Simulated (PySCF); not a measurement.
## Dipole moment and polarisability across levels of theory

Compound: FHO.
SMILES: `OF`

PySCF, dipoles from the SCF density, polarisabilities from static response with core orbitals frozen. Geometry: PBE0-D3(BJ)/def2-SVP; no solvent, vibrations or thermal averaging.

Reference dipole: 2.230 D (measured, gas; NIST CCCBDB Release 22 (SRD 101), experimental dipoles). Reference dipole: 1.917 D (computed, CCSD(T)/CBS, all electrons, equilibrium geometry, gas; Hait, Head-Gordon, J. Chem. Theory Comput. 14 (2018) 1969). Reference polarisability: 1.737 Å³ (computed, CCSD(T)/CBS, static electronic, isotropic average, equilibrium geometry, gas; Hait, Head-Gordon, Phys. Chem. Chem. Phys. 20 (2018) 19800). Errors are taken against the first value of each kind. The anisotropy is √(½[(α1 − α2)² + (α2 − α3)² + (α3 − α1)²]).

```tsv
level	μ (D)	error (%)	α (Å³)	error (%)	anisotropy (Å³)
LDA/def2-SVPD	1.903	-14.7	1.72	-1.2	0.70
PBE/def2-SVPD	1.849	-17.1	1.72	-0.7	0.72
B3LYP/def2-SVPD	1.933	-13.3	1.67	-3.7	0.80
PBE0/def2-SVPD	1.933	-13.3	1.65	-5.3	0.79
BHandHLYP/def2-SVPD	2.030	-9.0	1.61	-7.5	0.90
CAM-B3LYP/def2-SVPD	1.971	-11.6	1.66	-4.2	0.81
wB97X-D/def2-SVPD	1.950	-12.6	1.66	-4.7	0.80
LC-wPBE/def2-SVPD	1.961	-12.1	1.64	-5.5	0.77
HF/def2-SVPD	2.158	-3.2	1.56	-10.0	1.06
PBE0/6-31G*	1.993	-10.6	1.05	-39.8	0.98
PBE0/def2-SVP	2.015	-9.6	1.00	-42.7	1.00
PBE0/6-31+G*	2.101	-5.8	1.34	-22.6	0.88
PBE0/aug-cc-pVDZ	1.908	-14.4	1.59	-8.7	0.83
PBE0/def2-TZVP	2.002	-10.2	1.28	-26.4	0.94
PBE0/def2-TZVPD	1.891	-15.2	1.69	-2.8	0.81
PBE0/aug-cc-pVTZ	1.895	-15.0	1.66	-4.3	0.82
```

For the dipole, the smallest error is 3.2% (HF/def2-SVPD) and the largest 17.1% (PBE/def2-SVPD). For the polarisability, the smallest error is 0.7% (PBE/def2-SVPD) and the largest 42.7% (PBE0/def2-SVP). The dipole runs from 1.85 D (PBE/def2-SVPD) to 2.16 D (HF/def2-SVPD). In one basis (def2-SVPD) the functionals order the polarisability from HF (lowest) to PBE (highest), a spread of 10%. With PBE0 the polarisability is 1.11 Å³ without diffuse functions (mean of 6-31G*, def2-SVP and def2-TZVP) and 1.58 Å³ with them (mean of 6-31+G*, def2-SVPD, aug-cc-pVDZ, def2-TZVPD and aug-cc-pVTZ). Measured values can belong to vibrating molecules; the computed ones are for one fixed geometry.
